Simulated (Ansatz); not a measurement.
Cost and result for the atomization energy of BH$_{4}$N$_{2}$, SMILES `N[B]N` radical (7 atoms, 6 bonds).

Z-matrix (Å, degrees):
```
N
B 1 1.398
H 1 1.010 2 124.1
H 1 1.003 2 122.3 3 180.0
N 2 1.398 1 127.6 3 0.0
H 5 1.003 2 122.3 1 -180.0
H 5 1.010 2 124.1 1 -0.0
```

Total charge 0; spin multiplicity 2. The structure was optimised at the PBE0-D4/def2-TZVP level. It is one conformer, not always the lowest. Program: Ansatz. Hardware: A = 2 threads of a server CPU on a shared host; B = 2 threads of an AMD EPYC 7R13 on a shared host and a share of an NVIDIA H100 80 GB. Times are those of one run each, without the atoms' runs, and a repeat can differ threefold. Electronic energies, without spin–orbit coupling; frozen cores. CCSD(T)/CBS extrapolates def2-TZVPP and def2-QZVPP, and its time is that of the two runs behind it. T1 = 0.012; ⟨S²⟩ of the reference is 0.75.

CCSD(T)/CBS is a level of theory with its own doubt, some kJ/mol a heavy atom from the limit and from the frozen cores, so smaller differences don't rank the functionals.

| level | functions | wall time | atomization (kcal/mol) | difference from CCSD(T)/CBS | per bond |
| --- | --- | --- | --- | --- | --- |
| LDA (SPW92)/def2-TZVPP [A] | 149 | 1 s | 690.5 | 98.7 | 16.4 |
| revPBE-D4/def2-TZVPP [A] | 149 | 1.7 s | 598.4 | 6.6 | 1.1 |
| BLYP-D4/def2-TZVPP [A] | 149 | 1.7 s | 606.3 | 14.5 | 2.4 |
| PBE-D4/def2-TZVPP (with forces) [A] | 149 | 1.9 s | 616.0 | 24.2 | 4.0 |
| BHLYP-D4/def2-TZVPP [A] | 149 | 2.8 s | 581.3 | -10.5 | -1.8 |
| CCSD(T)/def2-SVP [A] | 62 | 3.6 s | 552.6 | -39.2 | -6.5 |
| r2SCAN-D4/def2-TZVPP (with forces) [A] | 149 | 3.7 s | 598.6 | 6.8 | 1.1 |
| PBE-QIDH/def2-TZVPP [A] | 149 | 4.1 s | 589.7 | -2.1 | -0.4 |
| B97M-V/def2-TZVPP [A] | 149 | 5.5 s | 596.1 | 4.3 | 0.7 |
| ωB97X-V/def2-TZVPP [A] | 149 | 6.5 s | 597.2 | 5.4 | 0.9 |
| CCSD(T)/def2-QZVPP [B] | 291 | 13 s | 584.2 | -7.6 | -1.3 |
| CCSD(T)/def2-TZVPP [A] | 149 | 48 s | 572.7 | -19.1 | -3.2 |
| CCSD(T)/CBS(def2) | – | 60 s | 591.8 | 0.0 | 0.0 |

From BLYP to BHLYP (50 % exact exchange), in def2-TZVPP and without D4, the atomization energy moves by −22.8 kcal/mol: exact exchange takes away binding that semilocal exchange gives to molecules. In def2-TZVPP, CCSD(T) changes the Hartree–Fock value by +158.8 kcal/mol (the triples alone add +8.8 kcal/mol) and MP2 by +169.6 kcal/mol; breaking electron pairs costs correlation energy, which Hartree–Fock lacks. Leaving LDA and LC-ωPBE aside and taking each functional with its dispersion term where it has one, the values spread over 34.7 kcal/mol, from BHLYP-D4 to PBE-D4. LDA lies +76.4 kcal/mol from PBE without D4, its usual overbinding.
